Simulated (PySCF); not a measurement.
Calculation: PBE-D3(BJ)/def2-TZVP // r2SCAN-D4/def2-TZVP in PySCF 2.14.0. All species are isolated molecules in the gas phase. Excitations are Tamm–Dancoff values on a coarser integration grid. The basis has no diffuse functions, so Rydberg states are missing or too high.

Reference species (SMILES): `C=O` (neutral, multiplicity 1).

| Item | Value |
|---|---|
| S1–T1 gap (TDA) | 0.72 eV |
| adiabatic ionisation energy (no zero-point term) | 10.70 eV |
| brightest of the four lowest singlets (TDA) | 7.34 eV |
| T1 excitation (TDA) | 3.21 eV |

Changed species: `O=[SiH2]`.

Give the shifts of the S1–T1 gap (TDA), adiabatic ionisation energy (no zero-point term), brightest of the four lowest singlets (TDA) and T1 excitation (TDA).

the S1–T1 gap (TDA) decreases by 0.32 eV, to 0.40 eV; the adiabatic ionisation energy (no zero-point term) falls by 0.19 eV, to 10.51 eV; the brightest of the four lowest singlets (TDA) falls by 1.33 eV, to 6.01 eV; the T1 excitation (TDA) rises by 0.18 eV, to 3.39 eV.
